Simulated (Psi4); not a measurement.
Pair of molecules, SMILES N with SMILES N (the first has 4 atoms); geometry from S22 set.
(charge 0, multiplicity 1):
```tsv
atom	x (Å)	y (Å)	z (Å)
N	-1.5787	-0.0466	0.0000
H	-2.1586	0.1364	-0.8096
H	-2.1586	0.1364	0.8096
H	-0.8495	0.6582	0.0000
N	1.5787	0.0466	0.0000
H	2.1586	-0.1364	-0.8096
H	0.8495	-0.6582	0.0000
H	2.1586	-0.1364	0.8096
```

Level of theory: SAPT0/jun-cc-pV(D+d)Z in Psi4.

Q: Give the four SAPT terms and the total, and say what mostly holds the pair together.

A: electrostatics -5.20, exchange 4.36, induction -0.79, dispersion -1.19, total -2.82 kcal/mol; the largest attraction is electrostatics.
